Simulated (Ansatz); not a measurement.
Geometry optimisation, Ansatz 0.2.0, RKS PBE0-D4/def2-SVP.

The input (input.yaml):

```yaml
crystal:
  periodic: [false, false, false]
  atoms:
    - { symbol: B, position_ang: [-0.342061, -0.059639, -0.895081] }
    - { symbol: C, position_ang: [1.210584, -0.066272, 1.44378] }
    - { symbol: H, position_ang: [0.311081, -0.690886, 1.567779] }
    - { symbol: H, position_ang: [1.969923, -0.393144, 2.171719] }
    - { symbol: H, position_ang: [0.953306, 0.987424, 1.629623] }
    - { symbol: H, position_ang: [1.637123, -0.183302, 0.430927] }
    - { symbol: H, position_ang: [-1.141456, 0.40582, -0.053446] }
basis:
  gaussian: { orbitals: def2-SVP }
hamiltonian:
  xc: pbe0
  dispersion: d4
relax:
  f_tol: 0.03
  max_steps: 50
```

Run as:

```bash
$ ansatz run input.yaml --threads 1 --pin off --max-ram 2048MiB --backend cpu --events-out ev --progress --plain --runs-dir out
```

Q: Where does it end, and by what steps?

A: The forces met the threshold. The force dipped under the threshold on the way, but the program's further checks kept it going. After 8 steps the energy has fallen by 0.050 eV; H6 moved furthest, 0.44 Å.

| step | energy less start (eV) | largest force component (eV/Å) | accepted |
| --- | --- | --- | --- |
| 0 | 0.0000 | 0.139 | yes |
| 1 | -0.0280 | 0.295 | yes |
| 2 | -0.0390 | 0.187 | yes |
| 3 | -0.0441 | 0.132 | yes |
| 4 | -0.0286 | 0.456 | no |
| 5 | -0.0480 | 0.016 | yes |
| 6 | -0.0485 | 0.129 | yes |
| 7 | -0.0497 | 0.040 | yes |
| 8 | -0.0498 | 0.004 | yes |

```xyz
7
Properties=species:S:1:pos:R:3
B -0.195 0.016 -1.040
C 1.165 -0.079 1.523
H 0.398 -0.726 1.968
H 2.156 -0.351 1.909
H 0.948 0.972 1.751
H 1.199 -0.230 0.420
H -1.073 0.397 -0.236
```

Whether the end is a true minimum wasn't checked by a vibrational analysis.

Time of the run: 11 s on 1 thread of Arm Neoverse V1, with other jobs on the host, peak memory 0.1 GiB.
